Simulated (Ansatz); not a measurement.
HCGe⁺, triplet: the ladder up to UCCSDT(Q)

Geometry: that of the HCGe, quartet, kept fixed.

```xyz
3

Ge    0.0000    0.0140    0.3105
C     0.0000   -0.1369   -1.6710
H     0.0000    0.6198   -2.4658
```

Basis cc-pVDZ; Ansatz 0.2.0. Correlated methods freeze the noble-gas cores and the filled d shells of p-block atoms, which leaves 8 electrons in 31 orbitals. R marks a restricted (for open shells ROHF) determinant, U an unrestricted one. Active spaces: valence = (8e, 9o) chosen from the atoms' valence shells. No spin–orbit coupling is included, and no scalar relativity.

Full CI isn't at hand for all of this; UCCSDT(Q) serves as the reference, and is uncertain by about the last step of the cluster series. The frozen core follows each run's orbitals, which can shift R against U totals by a few meV for light atoms and by up to 0.1 eV past Ca.

Unrestricted rows (U) aren't spin-pure: their determinants' ⟨S²⟩ exceeds S(S+1) by up to 0.10, so they mix in states of higher spin.

The UHF ⟨S²⟩ is 2.104. The T1 diagnostic (RCCSD) is 0.0494. The largest doubles amplitude (RCCSD) is 0.065 and the T1 diagnostic (UCCSD) is 0.0413.

```csv
level,E − E(RHF) (eV)
UHF,-0.2177
UMP2,-3.8266
UCCSD,-4.7610
UCCSD(T),-4.9100
```

Q: Estimate how far UCCSDT(Q) in cc-pVDZ lies from UCCSD(T). The table doesn't fix it; the size of (T) and the diagnostics are the guide.

A: UCCSDT(Q) in cc-pVDZ lies 5.4 kJ/mol below UCCSD(T), which is 38 % of the (T) step (-14.4 kJ/mol). T1 is raised, the determinant isn't spin-pure, and the rest is a large part of (T). The miss exceeds 1 kcal/mol.

The other levels:

```tsv
level	E − E(UCCSDT(Q)) (kJ/mol)	share of correlation (%)	wall time
UCCSDT	1.2	99.75	–
```

The correlation energy at UCCSDT(Q), counted from RHF, is -4.966 eV. That run took 11 s on 1 thread of Arm Neoverse V2, shared host.

Run but not shown, since their state or frozen core can't be matched to the reference's or they repeat it: RHF, RMP2, CISD, RCCSD, RCCSD(T), BCCD(T), RCCSDT, RCCSDT(Q), CASSCF (valence space), NEVPT2 (valence space), MRCISD (valence space), MRCISD+Q (valence space).

Times hold each run's SCF and search for its determinant on a shared host, so for small cases they say little of a method's own cost; they ran on 1 thread of Arm Neoverse V2.

Natural occupations of CASSCF (valence space) about the gap: 1.976 1.968 1.922 0.993 0.984 0.059 0.042 0.034 0.023; effectively unpaired electrons, Σ n²(2−n)², 2.05.
